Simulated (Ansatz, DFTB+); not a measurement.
# Group exchange: CH4O + CH6N2 → H3NO + C2H7N

Species: CH4O (methanol) `CO`, singlet; CH6N2 (methylhydrazine) `CNN`, singlet; H3NO (hydroxylamine) `NO`, singlet; C2H7N (dimethylamine) `CNC`, singlet. The partners trade CH3 for NH2: O–CH3 and N–NH2 bonds give way to O–NH2 and N–CH3.

Shapes, held fixed at every level: PBE0-D4/def2-TZVP. Flexible molecules stand in one conformer, not always the lowest. Programs: Ansatz 0.2.0, DFTB+ 25.1. The zero-point and thermal change to 298 K, harmonic and unscaled (PBE0-D4/def2-TZVP), is +0.1 kJ/mol.

**What was measured.** Tabulated heats of formation (Active Thermochemical Tables, CRC Handbook of Chemistry and Physics): CH4O -200.7 (ATcT); CH6N2 +94.7 (CRC); H3NO -43.5 (ATcT); C2H7N -15.9 (ATcT) kJ/mol, which give ΔH(298 K) = +46.6 kJ/mol.

| level | kind | ΔH (kJ/mol) | computed − measured | CPU time (all species) |
| --- | --- | --- | --- | --- |
| DFTB1 | semi-empirical | +19.8 | -26.9 | 0.2 s |
| HF/def2-SVP | Hartree–Fock | +54.2 | +7.5 | – |
| PBE-D4/def2-TZVPP | GGA | +40.1 | -6.5 | 11 s |
| B3LYP-D4/def2-TZVPP | global hybrid | +43.6 | -3.0 | 15 s |
| PBE0-D4/def2-TZVPP | global hybrid | +44.0 | -2.6 | 11 s |
| r2SCAN0-D4/def2-TZVPP | global hybrid | +45.9 | -0.7 | 18 s |
| wB97X-V/def2-TZVPP | range-separated hybrid | +43.9 | -2.7 | 31 s |
| MP2/def2-TZVPP | perturbation theory | +45.8 | -0.8 | – |
| CCSD(T)/CBS estimate | coupled cluster or CI | +45.2 | -1.4 | 6.2 min |

Nearest: r2SCAN0-D4/def2-TZVPP (-0.7); farthest: DFTB1 (-26.9). 8 of 9 levels lie within 10 kJ/mol. The CBS estimate extrapolates MP2 from def2-TZVPP and def2-QZVPP and adds CCSD(T) − MP2 in the triple-zeta set, cores frozen. Times are processor times on shared x86 and Arm servers, and rough.
